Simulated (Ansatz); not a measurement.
Input for Ansatz (development build ahead of 0.2.0):

```yaml
crystal:
  periodic: [false, false, false]
  atoms:
    - { symbol: C, position_ang: [0.03819, 0.06137, -0.76422] }
    - { symbol: O, position_ang: [0.06618, 0.02617, 1.03359] }
    - { symbol: H, position_ang: [-0.02984, -1.44826, -1.74816] }
    - { symbol: H, position_ang: [-0.03623, 1.35603, -1.6618] }
basis:
  gaussian: { orbitals: "6-31G" }
hamiltonian:
  xc: hf
```

The input is written out in the form of the current development build from the run's settings.

Results

```
Converged                       : yes
Total energy                    : -113.42459 hartree
Spin squared of the determinant : 0.000
```

Caution: stretched shape with no unrestricted run beside it, a lower state can exist.
